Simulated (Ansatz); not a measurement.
A calculation on fcc Pt returned lattice constant a 3.918 Å, bulk modulus 287 GPa.

For reference: lattice constant a 3.913 Å (measured, static lattice: zero-point anharmonic expansion removed; as tabulated in Mejia-Rodriguez and Trickey (2018), arXiv:1807.09216); bulk modulus 289 GPa (measured, corrected for temperature and zero-point phonon effects; as tabulated in Levämäki et al. (2014), arXiv:1402.3671).

Problem. Which level of theory produced these numbers?
(A) r²SCAN (Ansatz, an electronic-structure program)
(B) Hartree–Fock (Ansatz)
(C) r²SCAN+SOC (Ansatz)
(D) PBEsol (Ansatz)

Solution. D, PBEsol (Ansatz)

The others give: r²SCAN 3.940 Å, 271 GPa; Hartree–Fock 3.992 Å, 214 GPa; r²SCAN+SOC 3.942 Å, 268 GPa.

Unless a cell is named, each level is at its own relaxed cell (Hartree–Fock 15.90, PBEsol 15.04, r²SCAN 15.29, r²SCAN+SOC 15.31 Å³/atom).

The crystal itself was run without spin with r²SCAN, Hartree–Fock, PBEsol; a magnetic state was not tried in these runs.

Ansatz's density-functional and Hartree–Fock values are scalar-relativistic unless marked +SOC, with PAW data made under PBE.
